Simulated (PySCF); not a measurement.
Relaxation of triplet CN₂

All numbers come from PySCF, UPBE, basis C def2-TZVP, N def2-TZVP (no relativity, density fitting). A (50,194) grid was used.

A hand-made bent start, of C2v symmetry, held to at least that symmetry:

Coordinates in bohr (charge 0 multiplicity 3):
```
C     0.0000    0.0000   -0.9636
N     1.9659    0.0000    0.4129
N    -1.9659    0.0000    0.4129
```

Optimiser trace:
```json
{"step": "0", "E − E(last) (kJ/mol)": "211.35", "largest gradient (Eh/bohr)": "0.10538"}
{"step": "1", "E − E(last) (kJ/mol)": "82.97", "largest gradient (Eh/bohr)": "0.08520"}
{"step": "2", "E − E(last) (kJ/mol)": "25.88", "largest gradient (Eh/bohr)": "0.04130"}
{"step": "3", "E − E(last) (kJ/mol)": "6.13", "largest gradient (Eh/bohr)": "0.01822"}
{"step": "4", "E − E(last) (kJ/mol)": "0.57", "largest gradient (Eh/bohr)": "0.00510"}
{"step": "5", "E − E(last) (kJ/mol)": "0.08", "largest gradient (Eh/bohr)": "0.00495"}
{"step": "6", "E − E(last) (kJ/mol)": "0.01", "largest gradient (Eh/bohr)": "0.00196"}
{"step": "7", "E − E(last) (kJ/mol)": "0.00", "largest gradient (Eh/bohr)": "0.00002"}
```

It ends at D∞h with C–N 1.235 Å (×2); N–C–N 180.0°. A frequency run shows a minimum. Other isomers or separated fragments may lie lower.
